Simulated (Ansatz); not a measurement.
Input for Ansatz (development build ahead of 0.2.0):

```yaml
crystal:
  periodic: [false, false, false]
  atoms:
    - { symbol: C, position_ang: [0.0137, 0.05191, -0.42124] }
    - { symbol: C, position_ang: [-0.00553, 1.15425, 0.16009] }
    - { symbol: C, position_ang: [0.00596, -1.17371, 0.14412] }
    - { symbol: H, position_ang: [-0.06788, -0.00646, -1.61182] }
    - { symbol: H, position_ang: [-0.03836, 2.18721, -0.3461] }
    - { symbol: H, position_ang: [0.03404, 1.18229, 1.27791] }
    - { symbol: H, position_ang: [-0.09612, -2.13783, -0.31558] }
    - { symbol: H, position_ang: [0.10108, -1.25078, 1.26757] }
basis:
  gaussian: { orbitals: def2-SVP }
total_charge: 1
hamiltonian:
  xc: hf
correlation:
  method: mp2
  frozen_orbitals: { C: 1, H: 0 }
```

The input is written out in the form of the current development build from the run's settings.

Output:

```json
{
 "Converged": "yes",
 "Reference energy": "-116.06636 hartree",
 "Correlation energy": "-0.37145 hartree",
 "Total energy": "-116.43781 hartree",
 "Spin squared of the determinant": "0.000"
}
```

Caution: no unrestricted run beside it, a lower state can exist.
